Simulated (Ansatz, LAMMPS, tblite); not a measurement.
# 2H-SiC: properties by level of theory

Reference values: lattice constant a 3.076 Å (measured, room temperature, no zero-point or thermal correction; as tabulated in Paulus et al. (1997), arXiv:cond-mat/9701136); lattice parameter c 5.048 Å (measured, room temperature, not corrected to a static lattice; as tabulated in Paulus et al. (1997), arXiv:cond-mat/9701136).

```json
[
 {"level (code)": "EDIP SiC.edip (LAMMPS)", "lattice constant a (Å)": "3.085", "c axis length (Å)": "5.037"},
 {"level (code)": "MEAM SiC.meam (LAMMPS)", "lattice constant a (Å)": "3.083", "c axis length (Å)": "5.034"},
 {"level (code)": "Tersoff SiC_1994.tersoff (LAMMPS)", "lattice constant a (Å)": "3.026", "c axis length (Å)": "4.942"},
 {"level (code)": "GFN2-xTB (tblite)", "lattice constant a (Å)": "3.091", "c axis length (Å)": "5.061"},
 {"level (code)": "PBE-D4 (Ansatz)", "lattice constant a (Å)": "…", "c axis length (Å)": "5.042"},
 {"level (code)": "r²SCANh (Ansatz)", "lattice constant a (Å)": "…", "c axis length (Å)": "5.038"}
]
```

Some entries are withheld; supply them.


- PBE-D4 (Ansatz, an electronic-structure program), lattice constant a (Å): 3.072
- r²SCANh (Ansatz), lattice constant a (Å): 3.070

Differences from the reference values (errors of the level alone only where the reference is corrected to a static lattice):

```
level                     lattice constant a (%)  lattice parameter c (%)
------------------------  ----------------------  -----------------------
EDIP SiC.edip                              +0.29                    -0.22
MEAM SiC.meam                              +0.23                    -0.28
Tersoff SiC_1994.tersoff                   -1.63                    -2.10
GFN2-xTB                                   +0.49                    +0.26
PBE-D4                                     -0.13                    -0.12
r²SCANh                                    -0.20                    -0.20
```

Nearest: lattice constant a, not ranked (reference at room or unstated temperature); lattice parameter c, not ranked (reference at room or unstated temperature).

Empirical potentials (EDIP SiC.edip, MEAM SiC.meam, Tersoff SiC_1994.tersoff) are fitted to chosen data: where that held the value shown, agreement is built in, and what lay outside the fit can be far off.

Caveats: the method was fitted mainly to molecules (GFN2-xTB); the run uses a supercell at the zone centre in place of a k mesh (GFN2-xTB). Ansatz's density-functional and Hartree–Fock values are scalar-relativistic unless marked +SOC, with PAW data made under PBE.

Differences are worked out from the printed values.

The computed numbers hold no vibrational or temperature effects.
